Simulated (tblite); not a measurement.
Isomers of C2H2N2O. Computed values, GFN2-xTB/tblite, gas phase, harmonic and unscaled. Errors from tens to a few hundred cm⁻¹ against measured bands are possible. One conformer each.

Electronic energies: GFN2-xTB at the same geometries; isomer energies are rough at this level and their order can be wrong.

| SMILES | electronic energy, lowest = 0 (kJ/mol) |
| --- | --- |
| N#CC(N)=O | 77.2 |
| c1nnco1 | 0.0 |
| c1ncon1 | 47.1 |

Task: How do GFN2-xTB zero-point energies change the relative energies?

Result: 
```json
{"SMILES": "c1nnco1", "ZPE (kJ/mol)": "118.5", "of it from modes above 1550 cm⁻¹": "38.3", "electronic (kJ/mol)": "0.0", "with ZPE, lowest = 0 (kJ/mol)": "0.0", "lowest mode (cm⁻¹)": "641", "rings": "1"}
{"SMILES": "c1ncon1", "ZPE (kJ/mol)": "118.8", "of it from modes above 1550 cm⁻¹": "38.3", "electronic (kJ/mol)": "47.1", "with ZPE, lowest = 0 (kJ/mol)": "47.4", "lowest mode (cm⁻¹)": "639", "rings": "1"}
{"SMILES": "N#CC(N)=O", "ZPE (kJ/mol)": "112.1", "of it from modes above 1550 cm⁻¹": "66.7", "electronic (kJ/mol)": "77.2", "with ZPE, lowest = 0 (kJ/mol)": "70.9", "lowest mode (cm⁻¹)": "162", "rings": "0"}
```

The zero-point energies span 6.7 kJ/mol, from `N#CC(N)=O` to `c1ncon1`. The order is unchanged.

Task: What do entropy and thermal enthalpy add at 298.15 K and 1 bar (rigid rotor, harmonic oscillator, one conformer each)?

Result: 
| SMILES | point group | symmetry number | S (J/(mol K)) | H − H(0) (kJ/mol) | ZPE + H − H(0) − TS (kJ/mol) |
| --- | --- | --- | --- | --- | --- |
| c1nnco1 | C2v | 2 | 262.7 | 11.57 | 51.7 |
| c1ncon1 | Cs | 1 | 268.5 | 11.55 | 50.3 |
| N#CC(N)=O | Cs | 1 | 299.6 | 15.99 | 38.8 |
